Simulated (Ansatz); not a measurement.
We consider spinel ZnSc2S4 (cell taken from a computed entry), described by HSE06 (Ansatz, an electronic-structure program, plane waves, PAW).

Run with plane-wave cutoff 460 eV, 4×4×4 k mesh, Fermi–Dirac smearing 0.01 eV, scalar-relativistic PAW data made under PBE.

Cell (relaxed with PBEsol):

```yaml
crystal:
  lattice:
    - [0.00000, 5.19701, 5.19701]
    - [5.19701, 0.00000, 5.19701]
    - [5.19701, 5.19701, 0.00000]
  atoms:
    - { symbol: Sc, position: [0.62500, 0.12500, 0.12500] }
    - { symbol: Sc, position: [0.12500, 0.12500, 0.62500] }
    - { symbol: Sc, position: [0.12500, 0.62500, 0.12500] }
    - { symbol: Sc, position: [0.12500, 0.12500, 0.12500] }
    - { symbol: Zn, position: [0.75000, 0.75000, 0.75000] }
    - { symbol: Zn, position: [0.50000, 0.50000, 0.50000] }
    - { symbol: S, position: [0.36170, 0.87943, 0.87943] }
    - { symbol: S, position: [0.37057, 0.37057, 0.88830] }
    - { symbol: S, position: [0.87943, 0.36170, 0.87943] }
    - { symbol: S, position: [0.37057, 0.37057, 0.37057] }
    - { symbol: S, position: [0.87943, 0.87943, 0.87943] }
    - { symbol: S, position: [0.37057, 0.88830, 0.37057] }
    - { symbol: S, position: [0.87943, 0.87943, 0.36170] }
    - { symbol: S, position: [0.88830, 0.37057, 0.37057] }
```

Question: What does this level give for the band gap?

Answer: 
- band gap = 1.51 eV (on the SCF k mesh) (direct)

Note: cell and atoms aren't relaxed at this level (pressure 2.7 GPa).
